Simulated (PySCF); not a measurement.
Isomers of C3H2ClFO.

All values: PBE0/pcSseg-1 (PySCF) at GFN2-xTB geometries, gas phase, one conformer each.

Task: Rank by HOMO energy, highest first.
A. `[O:1]=[C:2]=[CH:3][C@H:4]([F:5])[Cl:6]` with C2–C3–C4–F5 32°
B. `[CH2:1]=[C:2]([F:3])[C:4](=[O:5])[Cl:6]` with C1–C2–C4–O5 0°
C. `[O:1]=[C:2]=[C:3]([Cl:4])[CH2:5][F:6]` with C2–C3–C5–F6 -82°

Result: C (-7.29 eV), A (-7.59 eV), B (-8.69 eV).

Task: Rank by dipole moment, lowest first.
A. `[O:1]=[C:2]=[C:3]([Cl:4])[CH2:5][F:6]` with C2–C3–C5–F6 -82°
B. `[CH2:1]=[C:2]([F:3])[C:4](=[O:5])[Cl:6]` with C1–C2–C4–O5 0°
C. `[O:1]=[C:2]([Cl:3])/[CH:4]=[CH:5]/[F:6]` with O1–C2–C4–C5 0°

Result: A (1.73 D), C (2.14 D), B (2.42 D).

Task: Rank by the lowest Hirshfeld charge on any atom, lowest value first.
A. `[O:1]=[C:2]([Cl:3])/[CH:4]=[CH:5]/[F:6]` with O1–C2–C4–C5 0°
B. `[O:1]=[C:2]=[C:3]([Cl:4])[CH2:5][F:6]` with C2–C3–C5–F6 -82°
C. `[CH2:1]=[C:2]([F:3])[C:4](=[O:5])[Cl:6]` with C1–C2–C4–O5 0°
D. `[O:1]=[C:2]=[CH:3][C@H:4]([F:5])[Cl:6]` with C2–C3–C4–F5 32°

Result: A (-0.211 e), C (-0.194 e), D (-0.141 e), B (-0.131 e).

All values together:

```tsv
SMILES	μ (D)	HOMO (eV)	LUMO (eV)	lowest IAO charge (e)	highest IAO charge (e)	lowest Hirshfeld charge (e)	highest Hirshfeld charge (e)
O=C=C[C@H](F)Cl	2.55	-7.59	-1.75	-0.417 (C)	+0.480 (C)	-0.141 (C)	+0.219 (C)
C=C(F)C(=O)Cl	2.42	-8.69	-2.58	-0.351 (O)	+0.326 (C)	-0.194 (O)	+0.163 (C)
O=C(Cl)/C=C/F	2.14	-8.78	-2.34	-0.371 (O)	+0.355 (C)	-0.211 (O)	+0.169 (C)
O=C=C(Cl)CF	1.73	-7.29	-2.40	-0.325 (F)	+0.454 (C)	-0.131 (F)	+0.205 (C)
```

Conformers: `[O:1]=[C:2]=[CH:3][C@H:4]([F:5])[Cl:6]` with C2–C3–C4–F5 32°; `[CH2:1]=[C:2]([F:3])[C:4](=[O:5])[Cl:6]` with C1–C2–C4–O5 0°; `[O:1]=[C:2]([Cl:3])/[CH:4]=[CH:5]/[F:6]` with O1–C2–C4–C5 0°; `[O:1]=[C:2]=[C:3]([Cl:4])[CH2:5][F:6]` with C2–C3–C5–F6 -82°.
